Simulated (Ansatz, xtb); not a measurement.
Molecule: trifluoroborane, BF3, charge 0, multiplicity 1. SMILES: FB(F)F
Geometry from a B3LYP-D3(BJ)/def2-TZVP (Ansatz, an electronic-structure program) optimisation:
```xyz
4

B      0.0000     0.0000     0.0000
F      0.0168     1.3152     0.0316
F      1.1308    -0.6724    -0.0050
F     -1.1476    -0.6428    -0.0266
```
Charge 0, spin multiplicity 1.

Harmonic wavenumbers from GFN2-xTB (xtb, at its own minimum), cm⁻¹: 404, 404, 520, 866, 1407, 1408.

Problem. Give the harmonic wavenumbers at B3LYP-D3(BJ)/def2-TZVP (Ansatz, finite differences of forces, unscaled).

Solution. 472, 472, 687, 885, 1460, 1460 cm⁻¹. Zero-point energy 7.8 kcal/mol.

Problem. From these and the geometry, give the ideal-gas thermochemistry at 298.15 K and 1 atm (rigid rotor, harmonic oscillator).

Solution. Point group D3h, rotational symmetry number 6. Rotational constants 10.25, 10.25, 5.123 GHz. S(trans) 38.56, S(rot) 20.35, S(vib) 1.96, S(elec, spin only) 0.00, S 60.9 cal/(mol K). H(298) - H(0) 2.79 kcal/mol; G - E(el) -7.6 kcal/mol. Tabulated S at 1 bar: 60.8 cal/(mol K) (CRC Handbook, as tabulated in the package chemicals).
